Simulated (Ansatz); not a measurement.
# C₂H₃N (SMILES C=C=N): functionals against CCSD(T) at one geometry

One table from this session's results is given with a row withheld; the runs are named, their logs left out.

Computed with Ansatz 0.2.0, Gaussian basis. Level: single points in def2-TZVPP.

Correlated methods freeze the cores.

## Where the work starts

SMILES `C=C=N`, 6 atoms, charge 0, spin multiplicity 1.

Atoms are counted from 1 here; the program's logs count them from 0.

Bond lengths: C1–C2 1.293 Å, C1–H4 1.070 Å, C1–H5 1.057 Å, C2–N3 1.251 Å, N3–H6 1.018 Å. Angles: C2–C1–H4 119.4°, C2–C1–H5 121.9°, H4–C1–H5 118.6°, C1–C2–N3 168.0°, C2–N3–H6 121.3°.

As a file:

| atom | x (Å) | y (Å) | z (Å) |
| --- | --- | --- | --- |
| C1 | -0.8479 | 0.0875 | -0.5281 |
| C2 | 0.2298 | 0.0124 | 0.1826 |
| N3 | 1.1645 | 0.1353 | 1.0050 |
| H4 | -0.8657 | 0.7224 | -1.3895 |
| H5 | -1.7327 | -0.4232 | -0.2572 |
| H6 | 1.9681 | -0.4894 | 0.9901 |

The first run:

Contents of run/in.yaml:

```yaml
crystal:
  periodic: [false, false, false]
  atoms:
    - {symbol: C, position_ang: [-0.847900, 0.087500, -0.528100]}
    - {symbol: C, position_ang: [0.229800, 0.012400, 0.182600]}
    - {symbol: N, position_ang: [1.164500, 0.135300, 1.005000]}
    - {symbol: H, position_ang: [-0.865700, 0.722400, -1.389500]}
    - {symbol: H, position_ang: [-1.732700, -0.423200, -0.257200]}
    - {symbol: H, position_ang: [1.968100, -0.489400, 0.990100]}
basis:
  gaussian: {orbitals: def2-TZVPP}
correlation: {method: ccsd_t}
output: {forces: true}
```

The command line of these runs was not kept.

Among the steps run: CCSD(T)/def2-TZVPP; PBE0-D4/def2-TZVPP; wB97M-V/def2-TZVPP; r2SCAN-D4/def2-TZVPP; PBE-D4/def2-TZVPP; HSE06-D4/def2-TZVPP; SPW92/def2-TZVPP.

One table of the session follows, with a row left open; its other results are not shown here.

| method | RMS force component (eV/Å) | angle to CCSD(T) forces (°) | dipole (D) |
| --- | --- | --- | --- |
| CCSD(T) | 0.931 | reference | 1.27 |
| PBE0-D4 | 1.062 | 18.6 | 1.29 |
| wB97M-V | 1.027 | 16.3 | 1.32 |
| r2SCAN-D4 | 1.002 | 16.1 | 1.25 |
| PBE-D4 | ? | ? | ? |
| HSE06-D4 | 1.059 | 18.4 | 1.29 |
| SPW92 | 1.073 | 25.9 | 1.25 |

Q: Estimate the row for PBE-D4 from the others.

The run gave: RMS force component (eV/Å): 0.942; angle to CCSD(T) forces (°): 13.8; dipole (D): 1.21. In the column «RMS force component (eV/Å)» it lies between CCSD(T) (0.931) and r2SCAN-D4 (1.002).
